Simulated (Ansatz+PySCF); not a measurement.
doublet OH: levels of theory in one basis

```csv
atom,x (Å),y (Å),z (Å)
O,0.0000,0.0000,-0.1736
H,0.0000,0.0000,1.3887
```

Basis set: 6-31G (spherical functions). Left uncorrelated: 1 orbital. Correlation on ROHF uses semicanonical orbitals with singles. Charge 0, multiplicity 2.

Computed with Ansatz (development build ahead of 0.2.0) and PySCF 2.14.0; each method stands on the lowest determinant of its kind that the runs found.

| method | E − E(ROHF) (eV) | <S²> of the determinant |
| --- | --- | --- |
| ROHF | 0.00 | – |
| UHF | -1.10 | 1.39 |
| UHF-MP2 | -2.84 | 1.39 |
| ROHF-CCSD | -3.77 | – |
| UHF-CCSD | -3.77 | 1.39 |
| ROHF-CCSD(T) | -3.83 | – |
| UHF-CCSD(T) | -3.82 | 1.39 |
| full CI (lowest root of this spin) | -3.85 | – |

What does ROHF-MP2 give on the same scale?

-3.13 eV.

At such a shape the full CI root can have another spatial symmetry than the determinants, so the rows needn't describe one state.

Is a single determinant a sound starting point here?

It is doubtful. Unrestricted orbitals lower Hartree–Fock by 1.10 eV and <S²> is 1.39 where a pure state has 0.75, a sign of strong static correlation.

Caution for ROHF, ROHF-MP2, ROHF-CCSD, ROHF-CCSD(T): an unrestricted determinant lies well below. Caution for UHF, UHF-MP2, UHF-CCSD, UHF-CCSD(T): the unrestricted determinant is spin contaminated. Caution for ROHF-MP2, UHF-MP2, ROHF-CCSD, UHF-CCSD, ROHF-CCSD(T), UHF-CCSD(T): large amplitudes, a single reference is doubtful. Caution for ROHF-MP2, UHF-MP2: forces differ strongly between restricted and unrestricted references. Caution for UHF-MP2: another reference gives a lower total.
